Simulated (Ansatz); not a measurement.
# C3H5O: the cost of one run

Program: Ansatz 0.2.0. Level of theory: UKS PBE0-D4/def2-SVP. These are calculated values, not measurements.

### 1 The structure to begin with

Bond lengths: C1–C2 1.210 Å, O3–C4 1.341 Å, C1–H5 1.053 Å, C2–H6 1.052 Å, C4–H7 1.105 Å, C4–H8 1.106 Å, C4–H9 1.101 Å. Angles: C1–C2–H6 168.1°, C2–C1–H5 162.0°, O3–C4–H7 114.0°, O3–C4–H8 106.4°, O3–C4–H9 113.3°, H7–C4–H8 106.5°, H7–C4–H9 109.7°, H8–C4–H9 106.4°.

Structure file:

```xyz
9

C     0.2290   -1.0456    1.0883
C    -0.8934   -1.4938    1.1495
O     0.4368   -0.2729   -0.8657
C     0.2560    1.0557   -0.8856
H     1.2187   -0.7870    1.3363
H    -1.8842   -1.8125    0.9978
H     0.9441    1.6138   -0.2249
H     0.4757    1.3856   -1.9179
H    -0.7828    1.3566   -0.6778
```

### 2 A restrained relaxation towards end A

Springs on the bonds that form and break draw the guess towards this end; the thresholds are loose.

Contents of input.yaml:

```yaml
crystal:
  periodic: [false, false, false]
  atoms:
    - { symbol: C, position_ang: [0.229, -1.0456, 1.0883] }
    - { symbol: C, position_ang: [-0.8934, -1.4938, 1.1495] }
    - { symbol: O, position_ang: [0.4368, -0.2729, -0.8657] }
    - { symbol: C, position_ang: [0.256, 1.0557, -0.8856] }
    - { symbol: H, position_ang: [1.2187, -0.787, 1.3363] }
    - { symbol: H, position_ang: [-1.8842, -1.8125, 0.9978] }
    - { symbol: H, position_ang: [0.9441, 1.6138, -0.2249] }
    - { symbol: H, position_ang: [0.4757, 1.3856, -1.9179] }
    - { symbol: H, position_ang: [-0.7828, 1.3566, -0.6778] }
magnetization:
  spin_polarized: true
  initial_magnetization: 1
basis:
  gaussian: { orbitals: def2-SVP }
hamiltonian:
  xc: pbe0
  dispersion: d4
relax:
  f_tol: 0.15
  max_steps: 25
  restrain: [{ distance: [0, 2], at: 2.72, k: 30.0 }]
```

On the command line:

```console
$ ansatz run input.yaml --threads 2 --pin off --max-ram 3072MiB --backend cpu --events-out ev --progress --plain --runs-dir out
```

What time and memory should one allow on 2 threads of AMD EPYC 9R45 (Zen 5), shared host?

About 17 s, with a peak of 0.21 GiB.
